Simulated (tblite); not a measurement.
C4H9OP.
Structure used (GFN2-xTB), in Å, numbered top down from 1:
```
atom  x, y, z in Å
C1     1.8611    0.0052    0.1937
C2     0.4231    0.1439   -0.2722
C3    -0.4435   -1.1263   -0.1124
P4    -1.8673   -0.0738    0.3934
O5    -2.7553   -0.4230    1.5014
C6    -0.4538    1.0918    0.5777
H7     2.3811    0.9576    0.1117
H8     2.3879   -0.7288   -0.4128
H9     1.8963   -0.3176    1.2321
H10    0.4079    0.4685   -1.3151
H11   -0.1254   -1.7208    0.7467
H12   -0.5181   -1.7711   -0.9843
H13   -2.5233    0.2889   -0.7821
H14   -0.1385    1.0968    1.6232
H15   -0.5364    2.1167    0.2252
```

Calculated harmonic vibrations of the isolated species, GFN2-xTB (tblite), most abundant isotopes, no scaling. This tight-binding method is rough: wavenumbers can miss measured ones by several per cent, in bad cases by 10 to 20. Modes of hydrogen on phosphorus can be 10 to 20 % off. One conformer, not necessarily the lowest.

Harmonic wavenumbers (cm⁻¹): 81.2, 210.1, 270.9, 299.5, 332.5, 411.8, 470.4, 628.8, 743.8, 752.9, 836.6, 839.1, 893.9, 940.4, 950.4, 987.1, 987.9, 1097.9, 1117.0, 1170.3, 1179.8, 1195.2, 1269.4, 1298.0, 1320.2, 1413.2, 1423.9, 1431.6, 1494.5, 1497.9, 2272.0, 2957.1, 2964.1, 2969.2, 3012.5, 3013.4, 3031.3, 3032.0, 3036.8.

A = 7244, B = 1850, C = 1703 MHz; mass 104.039 u (most abundant isotopes); point group Cs, symmetry number 1.

**Question.** Zero-point energy?

**Answer.** Half the sum of the wavenumbers: 26917 cm⁻¹ = 76.96 kcal/mol.

**Question.** Give the ideal-gas entropy at 298.15 K and 1 bar in the rigid-rotor, harmonic-oscillator model (classical rotation).

**Answer.** Translation 39.86, rotation 27.05, vibration 14.07: S = 81.0 cal/(mol K).

**Question.** And Cp and H(298.15 K) − H(0)?

**Answer.** Cp = 27.41 cal/(mol K), of which vibrations give 19.47 (their classical limit is 39 R = 77.5); H(298.15 K) − H(0) = 4.87 kcal/mol without the zero-point energy, 2.50 from vibrations.

**Question.** What must be added to the electronic energy to get the Gibbs energy at 298.15 K and 1 bar?

**Answer.** ZPE + [H(298.15 K) − H(0)] − T·S = 76.96 + 4.87 − 24.14 = 57.69 kcal/mol.

**Question.** Blend soft modes into free rotors: weight 1/[1 + (100 cm⁻¹/ν̃)⁴] for the oscillator and the rest for a rotor with moment μB/(μ + B), μ = h/(8π²ν), B = 10⁻⁴⁴ kg m². What vibrational entropy results?

**Answer.** 13.53 cal/(mol K) in place of 14.07, which changes −T·S at 298.15 K by +0.16 kcal/mol.

Hindered rotation and anharmonicity are outside this model. Other conformers, if any are populated, would add a mixing term that is left out.

Hardware: one thread, x86-64 server, on a shared host. This covers the Hessian and the dipole derivatives.
